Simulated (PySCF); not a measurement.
NMR data simulated for an unnamed compound:

¹H NMR (400 MHz, computed): δ 6.37 (m, 2H).

¹³C{¹H} NMR (computed): δ 150.6 (CH, m).

All values are calculated (PySCF 2.14.0 with density-fitted response routines): J couplings at B3LYP/pcJ-1, GIAO CAM-B3LYP/pcSseg-2 shieldings, structure optimised with PBE0-D3(BJ)/def2-SVP. Single conformer, no relativistic terms, rapidly exchanging positions averaged, isolated molecule.

Referencing at the same level of theory: ¹H (σref 31.34), ¹³C (σref 182.55) vs TMS.

Problem. Which of these does the molecule contain: a (CH3)2CH unit, a non-aromatic C=C double bond, a Si–CH3 group, a benzene ring?

Solution. 
- A (CH3)2CH unit: no.
- A non-aromatic C=C double bond: yes.
- A Si–CH3 group: no.
- A benzene ring: no.

The data belong to `InChI=1S/C2H2F2/c3-1-2-4/h1-2H/b2-1-`; they needn't prove each group on their own.

Carbon signals by region: 1 in the sp2 and nitrile region (100–160 ppm).

Common functionals overestimate the size of one-bond C–F couplings by tens of Hz; these are unscaled. Splittings below 1 Hz are ignored in the labels, and close J values are merged. Couplings among chemically equivalent protons are left out too, so labels in AA′BB′ or AA′XX′ sets are apparent multiplicities. Shifts are as computed, not scaled to solution data. Of 1211 compounds with measured shifts, 218 miss one by over three times the rms of a fit or turn the order of signals round; such compounds aren't used in these exercises.
